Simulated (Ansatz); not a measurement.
C$_{3}$H$_{7}$FS (`FCCCS`), relaxed with RKS PBE0-D4/def2-TZVP in Ansatz 0.2.0 from a PBE-D4/def2-SVP geometry. The force threshold is 0.005 eV/Å; the program also tests the step.

Charge 0, multiplicity 1.

Start:

```xyz
12

F    -0.640   -1.746   -1.198
C     0.096   -0.571   -1.329
C    -0.425    0.474   -0.357
C    -0.327    0.047    1.109
S     1.385   -0.212    1.727
H     1.163   -0.801   -1.111
H     0.009   -0.214   -2.380
H     0.129    1.423   -0.524
H    -1.492    0.684   -0.594
H    -0.853    0.762    1.773
H    -0.815   -0.940    1.239
H     1.771    1.093    1.644
```

How much energy does the relaxation release, and in how many steps? (Estimate.)

Computed: 5.04 kJ/mol, in 5 steps.

Which bonds change most? (An estimate is asked.)

Computed: C4–S5 from 1.838 to 1.813 Å; S5–H12 from 1.364 to 1.343 Å; C2–H6 from 1.113 to 1.093 Å; C2–H7 from 1.113 to 1.093 Å.

Give the relaxed structure. (An estimate is asked.)

Computed: 
```xyz
12

F    -0.661   -1.722   -1.224
C     0.097   -0.563   -1.322
C    -0.421    0.467   -0.353
C    -0.318    0.042    1.103
S     1.375   -0.185    1.710
H     1.135   -0.827   -1.102
H     0.023   -0.206   -2.353
H     0.130    1.399   -0.514
H    -1.472    0.674   -0.586
H    -0.836    0.748    1.753
H    -0.793   -0.931    1.243
H     1.741    1.105    1.647
```
